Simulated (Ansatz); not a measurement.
Compare A (`C=CC(=C)F`) with its isomer B (`CCC#CF`).

Calculated with Ansatz (gas phase, PBE0-D4/def2-TZVP geometries, no zero-point term in ΔE). CBS: MP2 limit from def2 TZ/QZ plus the TZ coupled-cluster correction, frozen cores. DFT in def2-TZVPP. B3LYP here is the variant with VWN-RPA as its local correlation; programs differ in this. Each species was taken in one conformer, which may not be the lowest.

A:

Z-matrix (Å, degrees):
```
C
C 1 1.330
H 1 1.083 2 121.0
H 1 1.083 2 121.3 3 -180.0
C 2 1.448 1 124.2 3 180.0
H 2 1.085 1 120.8 3 0.0
F 5 1.342 2 114.4 1 -0.0
C 5 1.328 2 126.3 1 -180.0
H 8 1.081 5 119.6 2 -0.0
H 8 1.081 5 121.2 2 180.0
```

B:

```xyz
10

C     1.1823   -0.5589    0.2912
C     0.2378    0.6380    0.2425
C    -1.0688    0.3077   -0.3117
C    -2.1316    0.0099   -0.7696
F    -3.2703   -0.2989   -1.2578
H     0.7658   -1.3570    0.9081
H     1.3514   -0.9608   -0.7092
H     2.1465   -0.2664    0.7120
H     0.1030    1.0467    1.2492
H     0.6839    1.4397   -0.3548
```

**Question.** Which isomer does CCSD(T)/CBS put lower? Give the gap. (Estimate.)

**Answer.** Computed: A, by 135.9 kJ/mol.

**Question.** Give E(B) − E(A) in kJ/mol with B2PLYP, B3LYP-D4, ωB97M-V, B3LYP, HF/def2-TZVPP, LDA (SPW92), r2SCAN-D4. (An estimate is asked.)

**Answer.** Ansatz gave: B2PLYP 134.4, B3LYP-D4 143.6, ωB97M-V 134.3, B3LYP 140.7, HF/def2-TZVPP 136.9, LDA (SPW92) 139.4, r2SCAN-D4 147.9. None reverses the order clearly.

**Question.** Does the order hold for the free energy at 298.15 K (harmonic terms from PBE0-D4)? (Estimate.)

**Answer.** Computed: Yes: G(B) − G(A) = +134.6 kJ/mol, for one conformer each.

Largest T1 diagnostic: 0.012.

From r2SCAN to r2SCAN0 (25 % exact exchange), in def2-TZVPP and without D4, E(B) − E(A) moves by −5.5 kJ/mol. Leaving LDA and LC-ωPBE aside and taking each functional with its dispersion term where it has one, the values, not all of them listed here, spread over 20.1 kJ/mol, from PBE-QIDH to B97M-V.
